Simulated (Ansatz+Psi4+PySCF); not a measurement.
Two shapes of doublet CH3O.

Shape 1:

```xyz
5

C    -0.0130   -0.5784   -0.0040
O    -0.0156    0.8023   -0.0066
H     1.0509   -0.8617   -0.0054
H    -0.4714   -1.0130    0.9003
H    -0.4671   -1.0144   -0.9035
```

Shape 2:

```xyz
5

C     0.0059   -0.5912    0.0259
O    -0.0062    0.7836   -0.0253
H     1.0538   -0.8446    0.0177
H    -0.4722   -1.0337    0.8993
H    -0.4910   -1.0219   -0.9090
```

Basis set: cc-pVTZ (spherical functions). Correlated methods keep 2 orbitals frozen. Correlation on ROHF uses semicanonical orbitals with singles. Charge 0, multiplicity 2.

Computed with Ansatz (development build ahead of 0.2.0) and Psi4 1.11; each method stands on the lowest determinant of its kind that the runs found.

(1) Which shape is lower in energy, and by how much in each method?

## Answers

(1)

```tsv
method	E(2) − E(1) (eV)
ROHF	0.053
UHF	0.054
ROHF-MP2	0.055
UHF-MP2	0.055
```

Shape 1 is lower.
